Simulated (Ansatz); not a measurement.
Born–Oppenheimer molecular dynamics of BH4N (6 atoms, charge 0, multiplicity 1). It starts from a relaxed structure.

Method: RKS LDA/cc-pVDZ in Ansatz 0.2.0.

- ensemble: NVT, Langevin thermostat
- time step: 0.5 fs
- steps asked: 150
- set temperature: 1500 K
- friction: 0.02 /fs
- seed: 338338

Frames 2.5 fs apart, positions in Å.

Velocities at 20 fs (Å/ps):

```
B -13.14 -2.01 7.37
H 2.23 -8.88 -35.82
N 5.00 12.09 19.99
H 50.41 -16.21 13.06
H -37.95 21.33 -35.16
H -34.86 -5.01 -47.39
```

```xyz
6
Properties=species:S:1:pos:R:3 time_fs=20 energy_less_start_eV=0.654 T=1439
B -0.097 -0.077 -0.128
H 0.181 -0.868 0.817
N 1.234 0.135 -0.624
H 2.197 -0.173 -0.367
H 1.375 0.929 -1.241
H -1.052 0.202 -0.745
6
Properties=species:S:1:pos:R:3 time_fs=22.5 energy_less_start_eV=1.021 T=1168
B -0.131 -0.085 -0.113
H 0.165 -0.888 0.725
N 1.237 0.167 -0.574
H 2.247 -0.211 -0.335
H 1.293 0.980 -1.323
H -1.122 0.201 -0.854
6
Properties=species:S:1:pos:R:3 time_fs=25 energy_less_start_eV=0.882 T=1008
B -0.145 -0.095 -0.101
H 0.060 -0.925 0.672
N 1.226 0.207 -0.537
H 2.147 -0.212 -0.311
H 1.215 0.929 -1.357
H -1.139 0.203 -0.914
6
Properties=species:S:1:pos:R:3 time_fs=27.5 energy_less_start_eV=0.368 T=2041
B -0.140 -0.101 -0.108
H -0.088 -0.997 0.723
N 1.190 0.254 -0.509
H 2.036 -0.189 -0.278
H 1.199 0.797 -1.354
H -1.073 0.227 -0.878
6
Properties=species:S:1:pos:R:3 time_fs=30 energy_less_start_eV=0.484 T=1908
B -0.121 -0.110 -0.122
H -0.284 -1.078 0.794
N 1.141 0.302 -0.486
H 2.022 -0.205 -0.166
H 1.239 0.698 -1.371
H -0.988 0.257 -0.732
6
Properties=species:S:1:pos:R:3 time_fs=32.5 energy_less_start_eV=0.724 T=1460
B -0.090 -0.136 -0.120
H -0.453 -1.086 0.826
N 1.098 0.338 -0.466
H 1.953 -0.196 -0.071
H 1.308 0.674 -1.446
H -1.013 0.329 -0.645
6
Properties=species:S:1:pos:R:3 time_fs=35 energy_less_start_eV=0.932 T=1188
B -0.075 -0.169 -0.113
H -0.542 -1.070 0.741
N 1.072 0.372 -0.443
H 1.838 -0.131 0.005
H 1.342 0.654 -1.453
H -1.126 0.410 -0.591
6
Properties=species:S:1:pos:R:3 time_fs=37.5 energy_less_start_eV=1.107 T=1066
B -0.096 -0.208 -0.096
H -0.531 -1.024 0.605
N 1.065 0.416 -0.430
H 1.778 -0.063 0.071
H 1.307 0.632 -1.342
H -1.193 0.456 -0.578
6
Properties=species:S:1:pos:R:3 time_fs=40 energy_less_start_eV=1.020 T=1289
B -0.143 -0.232 -0.089
H -0.512 -1.065 0.546
N 1.060 0.452 -0.400
H 1.821 0.003 0.143
H 1.279 0.687 -1.334
H -1.194 0.452 -0.539
6
Properties=species:S:1:pos:R:3 time_fs=42.5 energy_less_start_eV=0.729 T=1433
B -0.198 -0.235 -0.093
H -0.483 -1.213 0.610
N 1.060 0.480 -0.361
H 1.892 0.088 0.169
H 1.275 0.814 -1.378
H -1.148 0.388 -0.500
6
Properties=species:S:1:pos:R:3 time_fs=45 energy_less_start_eV=0.906 T=1369
B -0.240 -0.231 -0.100
H -0.420 -1.342 0.704
N 1.046 0.505 -0.327
H 1.931 0.187 0.154
H 1.228 0.922 -1.296
H -1.147 0.321 -0.502
6
Properties=species:S:1:pos:R:3 time_fs=47.5 energy_less_start_eV=0.813 T=1429
B -0.261 -0.229 -0.103
H -0.305 -1.376 0.757
N 1.025 0.512 -0.280
H 1.941 0.311 0.134
H 1.134 1.020 -1.122
H -1.234 0.317 -0.562
```

Of the whole run (75 fs, mean temperature of the second half 1410 K): A run of 0.075 ps of so small a system gives no equilibrium averages.

The run took 72 s on 1 thread of Intel(R) Xeon(R) Platinum 8375C CPU @ 2.90GHz (Ice Lake) (shared host), peak memory 0.11 GiB.
